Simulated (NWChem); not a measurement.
O₃ anion, doublet

```xyz
3

O     -1.1351     0.0000    -0.2390
O      0.0000     0.0000     0.4780
O      1.1351     0.0000    -0.2390
```
Atoms are numbered in this order, from 1.

Level: B3LYP/def2-SVPD, spin-unrestricted (NWChem), optimised geometry, unscaled harmonic frequencies. In the optimisation the excess spin sits in b2 (C2v, its own frame).

Question: List the harmonic frequencies with IR intensities, and the thermochemistry.

Answer: 
```tsv
frequency (cm⁻¹)	IR intensity (km/mol)
614	2.9
894	434.7
1069	0.2
```

The zero-point energy comes out as 3.7 kcal/mol. The thermal correction to the enthalpy at 298.15 K (with zero-point energy) comes out as 6.2 kcal/mol, the heat capacity Cv comes out as 7.8 cal/(mol K) and the entropy at 298.15 K and 1 atm (symmetry number 2, electronic part: spin degeneracy alone) is 58.9 cal/(mol K).

Rigid rotor and harmonic oscillator.
